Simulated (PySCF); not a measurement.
An unknown is described by computed data only.

Formula: C4H3O2; charge -1.

* 1H NMR: chemical shifts (computed TMS as zero) by class: 5.83 (1 H), 5.50 (1 H), 3.24 (1 H) ppm [GIAO PBE0/pcSseg-1]
* Couplings: largest of the computed one-bond spin–spin couplings (means over like bonds): 13C–1H +196.8, 13C–1H +172.9, 13C–1H +162.0, 13C–13C +95.5, 13C–13C +77.5, 13C–13C +64.9, 17O–13C +31.9, 17O–13C +26.5 Hz [B3LYP/pcJ-1]
* Rotational structure: rotational constants A, B, C: 9.164, 3.926, 2.749 GHz [PBE0-D3(BJ)/def2-SVP]
* 13C NMR: chemical shifts (computed TMS as zero) by class: 173.7 (1 C), 114.3 (1 C), 114.2 (1 C), 64.4 (1 C) ppm [GIAO PBE0/pcSseg-1]
* NMR, other nuclei: isotropic shieldings of nuclei other than C and H, by class: 44 (1 O), 85 (1 O) ppm [GIAO PBE0/pcSseg-1]

Electronic properties: PySCF, gas phase, density fitting. Levels stand in brackets. Geometry: PBE0-D3(BJ)/def2-SVP; no solvent, vibrations or thermal averaging. The HOMO energy is positive, so at this level the finite basis confines the outermost electrons. No diffuse functions stand in pcJ-1 and pcSseg-1, which bears on an anion's orbital energies. NMR classes are plain means over equivalent atoms (diastereotopic ones count apart unless rotation or inversion swaps them), as if these changed places fast.

Problem. What is the compound? Reason from the data.

Solution. Numbering: `[O-:1][c:2]1[cH:3][cH:4][cH:5][o:6]1`. 4 carbons fall into 4 classes; from least to most shielded: aromatic carbon bearing oxygen [C2] (173.7 ppm), aromatic CH next to a ring oxygen [C5] (114.3 ppm), aromatic CH carbon [C4] (114.2 ppm), aromatic CH carbon [C3] (64.4 ppm). Hydrogen classes from least to most shielded: 1 H on an aromatic CH next to a ring oxygen, C5 (5.83 ppm), 1 H on an aromatic CH carbon, C4 (5.50 ppm), 1 H on an aromatic CH carbon, C3 (3.24 ppm). The other shieldings belong to: 44 ppm, furan-type oxygen [O6]; 85 ppm, aryloxide oxygen [O1]. The couplings run between: +196.8 Hz, aromatic CH next to a ring oxygen [C5] and its hydrogen; +172.9 Hz, aromatic CH carbon [C3] and its hydrogen; +162.0 Hz, aromatic CH carbon [C4] and its hydrogen; +95.5 Hz, aromatic carbon bearing oxygen [C2] and aromatic CH carbon [C3]; +77.5 Hz, aromatic CH carbon [C4] and aromatic CH next to a ring oxygen [C5]; +64.9 Hz, aromatic CH carbon [C3] and aromatic CH carbon [C4]; +31.9 Hz, furan-type oxygen [O6] and aromatic carbon bearing oxygen [C2]; +26.5 Hz, furan-type oxygen [O6] and aromatic CH next to a ring oxygen [C5]. The optimised geometry has point group Cs and is an asymmetric top. Structure: `[O-]c1ccco1`. Computed isomers that give other values at the same levels: `C=C=CC(=O)[O-]` (rotational constant A: 10.118 GHz; this holds for the one conformer computed); `O=C([O-])C1C=C1` (rotational constant A: 8.593 GHz; this holds for the one conformer computed); `C#CCC(=O)[O-]` (rotational constant A: 7.802 GHz; this holds for the one conformer computed). The assignments are read from this structure; whether some other isomer fits the data as well wasn't checked.
